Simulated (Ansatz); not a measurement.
Input for Ansatz (development build ahead of 0.2.0):

```yaml
crystal:
  periodic: [false, false, false]
  atoms:
    - { symbol: Mg, position_ang: [0.0, 0.0, 0.0] }
    - { symbol: O, position_ang: [0.0, 0.0, 1.9921] }
basis:
  gaussian: { orbitals: def2-SVP }
total_charge: 1
magnetization:
  initial_magnetization: 1
hamiltonian:
  xc: hf
correlation:
  method: mp2
  frozen_orbitals: { Mg: 1, O: 1 }
scf:
  omitted_lower_state_checks: [starts, atomic_configurations, cluster_reference, orbital_swaps, given_window_search, neighbouring_geometries, increment]
```

The input is written out in the form of the current development build from the run's settings. Correlation on restricted open-shell orbitals is semicanonical, with singles.

Output:

| Property | Result |
| --- | --- |
| Converged | yes |
| Reference energy | -274.00878 hartree |
| Correlation energy | -0.17223 hartree |
| Total energy | -274.18101 hartree |
| Spin squared of the determinant | 0.750 |
| Stability test | minimum among restricted orbitals |
| Occupied orbitals by symmetry in an Abelian subgroup (alpha; beta) | 6 A1 2 B1 2 B2; 6 A1 2 B1 1 B2 |

Messages of the program:
```
mean field -7456.15861856 eV, -274.0087752662 hartree, gradient 3.0e-6 eV, S^2 0.750000; 0 other ends of a descent, 0 dependent functions left out
```
